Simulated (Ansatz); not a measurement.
**PH2⁺, triplet along the angle H2-P1-H3**

Starting geometry (PBE0/def2-TZVP stationary point for this spin, not checked as a minimum):

```csv
atom,x (Å),y (Å),z (Å)
P,0.0000,-0.0418,0.0000
H,0.0000,0.6425,-1.2397
H,0.0000,0.6425,1.2397
```

From there the angle named below is changed in its plane at fixed bond lengths, both arms turning rigidly about the middle atom; atoms are numbered as listed. Energies are in kcal/mol, counted from the starting geometry at the same level. Kohn–Sham curves are unrestricted where that lies lower.

Basis cc-pVDZ; Ansatz 0.2.0. Only valence electrons are correlated (noble-gas cores frozen).

In so small a basis the reference is far from its limit while semilocal and hybrid functionals are nearer theirs (RPA and double hybrids share much of the reference's basis error), so the functionals' errors here hold much of the reference's basis and frozen-core error, which can add to them or hide them.

Full CI is exact within this basis and frozen core; it isn't the basis-set limit.

| angle H2-P1-H3 (°) | full CI | PBE | r2SCAN | PBE0 | B3LYP | BHLYP | wB97X-V | wB97M-V | B2PLYP | RPA-PBE |
| --- | --- | --- | --- | --- | --- | --- | --- | --- | --- | --- |
| 67.2 | 44.9 | 44.2 | 45.1 | 45.5 | 45.6 | 47.3 | 46.0 | 44.9 | 46.0 | 42.2 |
| 89.0 | 15.0 | 14.9 | 15.2 | 15.3 | 15.2 | 15.7 | 15.3 | 14.9 | 15.3 | 14.2 |
| 101.7 | 5.5 | 5.5 | 5.6 | 5.7 | 5.5 | 5.7 | 5.5 | 5.4 | 5.6 | 5.1 |
| 120.2 | 0.1 | 0.1 | 0.1 | 0.1 | 0.1 | 0.1 | 0.1 | 0.1 | 0.1 | 0.0 |
| 122.2 | 0.0 | 0.0 | 0.0 | 0.0 | 0.0 | 0.0 | 0.0 | 0.0 | 0.0 | 0.0 |
| 143.3 | 4.4 | 3.8 | 4.0 | 4.1 | 4.4 | 4.8 | 4.5 | 4.4 | 4.5 | 4.5 |
| 158.8 | 11.6 | 10.1 | 10.4 | 10.8 | 11.5 | 12.5 | 11.9 | 11.4 | 11.9 | 11.9 |
| 180.0 | 18.4 | 15.5 | 15.7 | 16.8 | 18.0 | 19.7 | 18.7 | 17.8 | 18.8 | 18.7 |
